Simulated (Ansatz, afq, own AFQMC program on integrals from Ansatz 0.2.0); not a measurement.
# LiPH$_{2}$, triplet: a scan with AFQMC

```yaml
atoms:
  - { symbol: P, position_ang: [0.0000, 0.0261, 0.4855] }
  - { symbol: Li, position_ang: [0.0000, -0.0023, -2.5809] }
  - { symbol: H, position_ang: [0.0000, 0.5512, 1.9694] }
  - { symbol: H, position_ang: [0.0000, -1.3373, 0.8833] }
```

The P1–H3 distance is changed with both sides rigid. Energies in kcal/mol count from this geometry (1.574 Å) at the same level; the start stands on UHF, each point on the determinant named.

Basis cc-pVDZ. Only valence electrons are correlated. Integrals, coupled cluster, full CI and functionals: Ansatz 0.2.0; the random walks run on the same integrals in our own AFQMC program. ph-AFQMC/CISD is guided by a CISD state made of CCSD amplitudes; releasing the constraint for a short imaginary time cuts its bias at the price of noise, slowly where states lie close. ± is one standard error of the sampling.

Cautions, each for one point or more: a spin-contaminated unrestricted determinant lies lower; higher spins were not checked; lower spins were not checked; raised T1 diagnostic; unrestricted determinant spin contaminated.

```tsv
r(P1–H3) / Å	det.	T1	weight	⟨S²⟩	r2SCAN	wB97M-V	CCSD(T)
1.265	UHF	0.015	0.92	2.01	7.0	5.8	5.6
1.964	UHF	0.047	0.86	2.12	20.5	23.9	24.7
2.691	UHF	0.042	0.87	2.11	41.6	44.4	47.0
3.856	ROHF	0.034	0.89	pure	47.5	46.6	47.8
```

(1) Estimate the curve of CCSDT(Q), counted from the same start.

## Answers

(1) 
```
r(P1–H3) / Å  det.     T1  weight  ⟨S²⟩  CCSDT(Q)  ph-AFQMC/CISD  released AFQMC
       1.265   UHF  0.015    0.92  2.01       5.7      5.6 ± 0.2       5.7 ± 0.2
       1.964   UHF  0.047    0.86  2.12      24.3     24.7 ± 0.2     24.6 ± 0.3*
       2.691   UHF  0.042    0.87  2.11      46.3     46.7 ± 0.2               –
       3.856  ROHF  0.034    0.89  pure      47.5     47.6 ± 0.3      47.1 ± 0.3
```

Weight is that of the determinant in the CISD state; at the start T1 is 0.019 and the weight 0.91, and ⟨S²⟩ is 2.02. An asterisk marks released energies that aren't shown to be converged. A dash marks a missing value, a released energy that hasn't settled or a functional that sits on another state. Largest departures from CCSDT(Q), at the points where its series has closed: CCSD(T) 0.6 kcal/mol at 2.691 (on UHF), ph-AFQMC/CISD 0.4 kcal/mol at 1.964 (on UHF) (within the noise), released AFQMC -0.4 kcal/mol at 3.856 (on ROHF) (within the noise), r2SCAN -4.8 kcal/mol at 2.691, wB97M-V -1.9 kcal/mol at 2.691. Functionals count only at points shown to share the start's state and spin. In this small basis the wave-function levels are far from their limit, so their gap to the functionals isn't the functionals' error.

A walk keeps the symmetry of its determinant, which the program's search chose and which needn't be the lowest solution, so a lower state of the same spin and another symmetry isn't excluded.
